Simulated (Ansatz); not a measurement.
Gas-phase reaction in SMILES: S=C=S + C (CH4) -> 2 S=C (CH2S)

Wanted: bond separation energy (electronic), in kcal/mol. Terms: non-relativistic; dispersion terms only where a functional's name holds one; spin-orbit terms left out; 6-311+G** with 5d, 6d on Na to Ar in Ansatz (a quantum-chemistry and plane-wave program). First-principles rows: single points at B3LYP-D3(BJ) geometries (Ansatz).

```json
[
 {"species": "S=C=S", "coefficient": "-1", "E at B3LYP/6-311+G** (Ansatz), Eh": "-834.55324", "E at wB97M-V/def2-TZVPD (Ansatz), Eh": "-834.47719"},
 {"species": "C (CH4)", "coefficient": "-1", "E at B3LYP/6-311+G** (Ansatz), Eh": "-40.53392", "E at wB97M-V/def2-TZVPD (Ansatz), Eh": "-40.49098"},
 {"species": "C=S (CH2S)", "coefficient": "+2", "E at B3LYP/6-311+G** (Ansatz), Eh": "-437.50305", "E at wB97M-V/def2-TZVPD (Ansatz), Eh": "-437.44582"}
]
```

 1 Eh = 627.5095 kcal/mol.

**Question.** Compute it at each level from the table.

**Answer.** 
- B3LYP/6-311+G**: the sum of coefficient times E is 0.08106 Eh, or 50.87 kcal/mol. Result: 50.9 kcal/mol.
- wB97M-V/def2-TZVPD: the sum of coefficient times E is 0.07653 Eh, or 48.02 kcal/mol. Result: 48.0 kcal/mol.
